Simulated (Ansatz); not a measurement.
H2O2 (hydrogen peroxide): the energy to break a bond

H2O2 has 4 atoms, charge 0, and is taken as a singlet. As SMILES, `OO`. The shape was relaxed beforehand at PBE0/def2-SVP.

```xyz
4

O    -0.4773   -0.5794    0.0187
O     0.0606    0.7193    0.2069
H     0.1776   -1.1201    0.4813
H     0.2391    0.9803   -0.7070
```

Wanted: the dissociation energy of the H4–O2 bond into doublet H and doublet HO2 (shapes relaxed at PBE0/def2-SVP, no zero-point term). 1 Eh = 2625.50 kJ/mol = 27.2114 eV. Totals in Eh; open shells run unrestricted unless said.

| level | program | H2O2 | doublet H | doublet HO2 |
| --- | --- | --- | --- | --- |
| SVWN5/def2-TZVPP | Ansatz | -150.540379 | -0.478344 | -149.904528 |
| BLYP/def2-TZVPP | Ansatz | -151.601928 | -0.497552 | -150.965817 |
| MP2/def2-TZVPP, 2 core orbitals frozen | Ansatz | -151.338434 | -150.685007 | -0.499810 |

Task: Work out the dissociation energy at each level.

Result: 
1. SVWN5/def2-TZVPP: (-0.478344) + (-149.904528) − (-150.540379) = 0.157507 Eh = 413.5 kJ/mol = 4.29 eV.
2. BLYP/def2-TZVPP: (-0.497552) + (-150.965817) − (-151.601928) = 0.138559 Eh = 363.8 kJ/mol = 3.77 eV.
3. MP2/def2-TZVPP: (-150.685007) + (-0.499810) − (-151.338434) = 0.153617 Eh = 403.3 kJ/mol = 4.18 eV.

The levels span 364 to 414 kJ/mol; no measured value is set beside them. A bond enthalpy at 298 K also holds the loss of zero-point energy and thermal terms.
